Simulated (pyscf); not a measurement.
Optimised with ωB97X-D3(BJ)/def2-SVP in PySCF. MP2 and CC: frozen core, UHF for open shells. ΔMP2 is the change of the MP2 total energy from the triple- to the quadruple-zeta basis.

### Question
Estimate by transition-state theory the rate constant of `[Cl][Au]` + `[H]` [doublet] → `[Au]` [doublet] + `[ClH]` (doublet surface; Au–Cl broken, Cl–H formed) at 1200 K, with CCSD(T)/def2-TZVPP + ΔMP2(QZVPP) energies (ideal gas, 1 atm, RRHO with modes under 100 cm⁻¹ raised to 100, one conformer, R ln 2 for chiral ones without a mode under 150 cm⁻¹; no tunnelling).

### Answer
The electronic barrier is 2.0 kcal/mol and the thermal terms add +23.0, so ΔG‡ = 24.9 kcal/mol. With k_BT/h = 2.50e+13 s⁻¹ and RT = 2.385 kcal/mol, and a volume of 1.64e-19 cm³ per molecule at 1 atm, k = 1.2e-10 cm³ molecule⁻¹ s⁻¹. Wigner's tunnelling factor for 744i cm⁻¹ would be 1.03. A shift of 1 kcal/mol in the barrier changes k by a factor 1.5. The reactants may also form a dative adduct at Cl–Au; it and routes through it were not searched. The angle at the transferred Cl is 179°. The CCSD(T) − MP2 part came from Ansatz, without density fitting, on the same reference. The frozen core leaves the outer d or s,p core shells of the metals and heavy elements correlated in the MP2 and CC values, and def2-TZVPP describes them poorly, which can shift differences by a few kcal/mol. Open-shell species with a d-block atom are single-reference here; other states, and whether the spin sits on metal or ligand, were not checked. Elements past Kr carry the def2 core potentials, without spin-orbit coupling.
